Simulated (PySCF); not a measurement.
**Fractional electron number in P⁻ (phosphorus, charge -1)**

The 3p beta orbital of [Ne] 3s2 3p4 is emptied in steps (occupation f), with all orbitals relaxed, ending at [Ne] 3s2 3p3. All numbers are calculated (PySCF 2.14, the non-relativistic Hamiltonian (point nucleus), in aug-pcseg-2 (6s5p3d2f, 50 functions)). The exact energy is a straight line in f; departures are measured from the line between the end points of the same method.

```tsv
f	LDA (eV)	PBE (eV)	PBE0 (eV)	r2SCAN (eV)	LC-wPBE (eV)	BHandHLYP (eV)	MN15 (eV)
1	0.000	0.000	0.000	0.000	0.000	0.000	0.000
0.9	-0.251	-0.242	-0.164	-0.224	0.042	-0.094	-0.113
0.7	-0.604	-0.579	-0.391	-0.531	0.091	-0.230	-0.270
0.5	-0.738	-0.703	-0.472	-0.637	0.103	-0.285	-0.324
0.3	-0.633	-0.599	-0.400	-0.534	0.084	-0.248	-0.269
0.1	-0.276	-0.258	-0.171	-0.226	0.035	-0.110	-0.109
0	0.000	0.000	0.000	0.000	0.000	0.000	0.000
```

```json
{"method": "LDA", "E(f=0) − E(f=1) (eV)": "1.042", "−ε at f=1 (eV)": "-1.700", "−ε at f=0.5 (eV)": "0.953"}
{"method": "PBE", "E(f=0) − E(f=1) (eV)": "0.890", "−ε at f=1 (eV)": "-1.758", "−ε at f=0.5 (eV)": "0.830"}
{"method": "PBE0", "E(f=0) − E(f=1) (eV)": "0.789", "−ε at f=1 (eV)": "-1.013", "−ε at f=0.5 (eV)": "0.762"}
{"method": "r2SCAN", "E(f=0) − E(f=1) (eV)": "0.794", "−ε at f=1 (eV)": "-1.668", "−ε at f=0.5 (eV)": "0.783"}
{"method": "LC-wPBE", "E(f=0) − E(f=1) (eV)": "0.756", "−ε at f=1 (eV)": "1.244", "−ε at f=0.5 (eV)": "0.736"}
{"method": "BHandHLYP", "E(f=0) − E(f=1) (eV)": "0.720", "−ε at f=1 (eV)": "-0.294", "−ε at f=0.5 (eV)": "0.669"}
{"method": "MN15", "E(f=0) − E(f=1) (eV)": "0.754", "−ε at f=1 (eV)": "-0.480", "−ε at f=0.5 (eV)": "0.755"}
```

Orbital energy along the path (eV):

| f | LDA | PBE | PBE0 | r2SCAN | LC-wPBE | BHandHLYP | MN15 |
| --- | --- | --- | --- | --- | --- | --- | --- |
| 1 | 1.700 | 1.758 | 1.013 | 1.668 | -1.244 | 0.294 | 0.480 |
| 0.9 | 1.230 | 1.293 | 0.690 | 1.218 | -1.109 | 0.142 | 0.270 |
| 0.7 | 0.195 | 0.280 | -0.010 | 0.249 | -0.901 | -0.232 | -0.220 |
| 0.5 | -0.953 | -0.830 | -0.762 | -0.783 | -0.736 | -0.669 | -0.755 |
| 0.3 | -2.187 | -1.999 | -1.542 | -1.832 | -0.586 | -1.152 | -1.305 |
| 0.1 | -3.475 | -3.182 | -2.318 | -2.824 | -0.439 | -1.678 | -1.775 |
| 0 | -4.132 | -3.754 | -2.682 | -3.279 | -0.367 | -1.958 | -1.892 |

At f = 1 the orbital energy is positive for LDA, PBE, PBE0, r2SCAN, BHandHLYP, MN15: only the finite basis holds the electron.

Reference removal energy between the ground levels: 0.747 eV (measured; photodetachment measurements, as compiled on the Wikipedia data page of electron affinities). The calculation has no spin-orbit coupling.
